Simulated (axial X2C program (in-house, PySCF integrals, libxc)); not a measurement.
**Nuclear properties of MgP**

Calculated with an axial X2C code built on PySCF integrals: two-component X2C with atomic mean-field Coulomb and Gaunt terms, Gaussian nuclei, basis P dyall-v3z, Mg dyall-cv3z with contracted cores.

R = 2.542 Å (near the PBE0 minimum at charge 0 of the determinant lowest at the starting distance; the state shown can have its own minimum elsewhere).

Determinant lowest in the PBE0 search, Ω = 3/2 (⟨Sz⟩ = 1.50, ⟨Lz⟩ = 0.00 at PBE0), spin on the atoms P 1.11, Mg 0.39:

| level | Eeff magnitude (GV/cm) | Ws magnitude P (kHz) | Ws magnitude Mg (kHz) | A∥/gI P (MHz) | qzz P (a.u.) | A∥/gI Mg (MHz) | qzz Mg (a.u.) | μ (D) |
| --- | --- | --- | --- | --- | --- | --- | --- | --- |
| PBE0 | 0.124 | 0.0146 | 0.0175 | -92.8 | -1.37 | 165 | -0.45 | 1.94 |
| HF | 0.165 | 0.0218 | 0.0208 | -64.3 | -1.43 | 177 | -0.57 | 2.52 |
| r2SCAN | 0.146 | 0.0179 | 0.0197 | -57.4 | -1.41 | 181 | -0.47 | 1.97 |
| B3LYP | 0.121 | 0.0135 | 0.0179 | -68.4 | -1.36 | 179 | -0.44 | 1.87 |
| BP86 | 0.111 | 0.0127 | 0.0163 | -80 | -1.39 | 173 | -0.42 | 1.78 |

Eeff is the effective electric field on the electron electric dipole moment in this Ω state and Ws the scalar–pseudoscalar constant of the nucleus named (defined with the proton number Z and per Ω); A∥ (defined per Ω) follows by multiplying with gI = μI/(I μN); qzz is the electric field gradient, eQq0 = 234.96 MHz × Q/barn × qzz; μ is positive if the Mg end (last atom) is positive. The operators were transformed with the bare-nucleus X2C matrices; with these basis sets, hyperfine constants and field gradients can be off by tens of per cent, and where levels differ in sign neither size nor sign is settled.

(1) With gI(31P) = 2.2632, gI(25Mg) = -0.3422, Q(25Mg) = 0.1994 barn (g factors from the IAEA table of nuclear moments by Stone; Q from Pyykkö, Mol. Phys. 2018), turn the PBE0 values of the first state into constants in MHz.

Each state is one determinant with collinear spin, which with several unpaired electrons need not be a pure state. Unrestricted Hartree–Fock can overshoot spin polarisation at the nuclei. This is the top spin component of a Σ state; components of lower Ω are not single determinants and can lie lower. With several open shells hyperfine constants can be off by a factor of several. States lie within half an eV, so the first need not be the ground state. Further determinants of the search, some of them spin-mixed, are not shown.

Answers

(1) A∥(31P) = -92.8 × 2.2632 = -210 MHz; A∥(25Mg) = 165 × -0.3422 = -56.5 MHz; eQq0(25Mg) = 234.96 × (0.1994) × (-0.45) = -21.1 MHz.
